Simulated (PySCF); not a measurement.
3-fluoropropenenitrile, C3H2FN.
Cartesian coordinates in Å at the PBE0-D3(BJ)/def2-SVP level; atoms count from 1:
```
atom  x, y, z in Å
N1     2.5517   -0.4216   -0.0871
C2     1.4559   -0.0434   -0.0528
C3     0.1191    0.4384   -0.0196
C4    -0.9180   -0.4043    0.0309
F5    -2.1563    0.0338    0.0592
H6    -0.0503    1.5188   -0.0367
H7    -0.8348   -1.4954    0.0516
```

Computed at PBE0/pcSseg-1 (PySCF, non-relativistic), with Q(14N) = 0.02044 b: N1, 14N (I = 1): χzz = -4.508 MHz, η = 0.177.

(1) Where would the pure quadrupole (NQR) lines of 14N at N1 fall for the rigid, isolated species?

Results:

(1) From ν± = (3/4)|χ|(1 ± η/3) and ν0 = |χ|η/2: ν+ 3.580 MHz, ν− 3.181 MHz, ν0 0.399 MHz (nitrile nitrogen).

In a crystal, neighbours and librations shift these lines. These gradients aren't converged with respect to the basis.

The run behind these numbers computed NMR shieldings as well. Hardware: one thread, Arm Neoverse N1, no GPU, shared host. Cost: 8.6 s.
